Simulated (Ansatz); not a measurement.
**Rock-salt GdN**

These are LDA in Ansatz (PAW) values and carry that method's errors.

Run with plane-wave cutoff 500 eV, 14×14×14 k mesh, Fermi–Dirac smearing 0.05 eV, spin-polarised with parallel moments, scalar-relativistic PAW data made under PBE.

Cell (relaxed at this level):

GdN is taken in the cubic space group Fm-3m (No. 225), the rock salt structure, Pearson symbol cF8. Lattice parameters: a = b = c = 4.8811 Å, α = β = γ = 90.00°. Gd on 4a is surrounded by 6 N at 2.441 Å (octahedral). N on 4b is surrounded by 6 Gd at 2.441 Å (octahedral). (Neighbours: up to the widest gap in distance over summed covalent radii, below 1.35, at either atom; cation-cation and far metal-metal contacts left out.)
(The calculation used a cell of 2 atoms; values per cell refer to that cell.)

```yaml
magnetic moment (largest site, within a sphere): 6.83 μB
band_gap: zero (no gap)
```

Note: the 4f shell is treated without U or exact exchange, so its levels and filling can be wrong.

Moments are spin moments.

Spin–orbit coupling is not included.

Computed values are for the static lattice.

Computing time: around 60 core-seconds (rough).

Ansatz is an electronic-structure program.
